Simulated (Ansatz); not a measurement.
in.yaml

```yaml
crystal:
  periodic: [false, false, false]
  atoms:
    - {symbol: Se, position_ang: [0.000000, 0.000000, 0.000000]}
    - {symbol: Li, position_ang: [0.000000, 0.000000, 2.560600]}
basis:
  gaussian: {orbitals: 6-31G}
total_charge: 1
magnetization: {spin_polarized: true, initial_magnetization: 2}
correlation: {method: ccsd_t, electrons: all}
scf: {lower_state_search: off}
output: {forces: true}
```

```sh
$ ansatz run in.yaml --threads 1 --pin off --events-out ev --progress --plain --max-ram 2393MiB
```

The program prints:

```
these checks for a lower state are left out or cut short: starts, cluster_reference, orbital_swaps, neighbouring_geometries, increment
376 factors; integrals over basis functions are off by at most 3.6e-4 eV
mean field evaluation 1: about -65490.3170 eV, gradient 9.4e0 eV
mean field evaluation 2: about -65490.3395 eV, gradient 9.4e0 eV
mean field evaluation 4: about -65490.6986 eV, gradient 3.9e-1 eV
mean field evaluation 8: about -65490.7011 eV, gradient 2.1e-4 eV
mean field -65490.70114085 eV, -2406.7388757347 hartree, gradient 2.9e-6 eV, S^2 2.004454; 0 other end points of the search recorded, 0 dependent functions left out
reference -65490.70114085 eV, -2406.7388757347 hartree; 19, 17 occupied and 19, 21 virtual orbitals, 376 factors
second order -5.86295428 eV of doubles, -0.00000000 eV of singles
cycle   1  -5.43606213 eV  change    4.3e-1 eV  update   3.6e-2
cycle   2  -5.57410570 eV  change   -1.4e-1 eV  update   1.2e-2
cycle   3  -5.56673787 eV  change    7.4e-3 eV  update   5.7e-3
cycle   4  -5.56321162 eV  change    3.5e-3 eV  update   2.2e-3
cycle   5  -5.56607434 eV  change   -2.9e-3 eV  update   1.0e-3
cycle   6  -5.56597385 eV  change    1.0e-4 eV  update   4.1e-4
cycle   7  -5.56580162 eV  change    1.7e-4 eV  update   1.5e-4
cycle   8  -5.56586168 eV  change   -6.0e-5 eV  update   4.8e-5
cycle   9  -5.56585765 eV  change    4.0e-6 eV  update   1.6e-5
cycle  10  -5.56585450 eV  change    3.1e-6 eV  update   4.9e-6
cycle  11  -5.56585650 eV  change   -2.0e-6 eV  update   1.6e-6
cycle  12  -5.56585403 eV  change    2.5e-6 eV  update   4.9e-7
cycle  13  -5.56585433 eV  change   -3.0e-7 eV  update   1.8e-7
perturbative correction -0.05081572 eV, -0.0018674433 hartree
the calculation of the forces begins
mean field evaluation 16: about -65490.7011 eV, gradient 3.2e-6 eV
Total energy: -65496.31781090 eV, -2406.9452845520 hartree
Atom 0 at     0.000000     0.000000     0.000000 Å, force     0.000000     0.000000    -0.451904 eV/Å
Atom 1 at     0.000000     0.000000     2.560600 Å, force    -0.000000    -0.000000     0.451904 eV/Å
Dipole moment:    -0.000000     0.000000     1.933697 e Å
Checks for a lower state left out: starts, cluster_reference, orbital_swaps, neighbouring_geometries, increment
```

Forces (eV/Å):
```
Se   0.000  0.000 -0.452
Li   0.000  0.000  0.452
```

Ran on 1 thread of Arm Neoverse V2, shared host: 11 s wall, 0.19 GiB peak host memory.
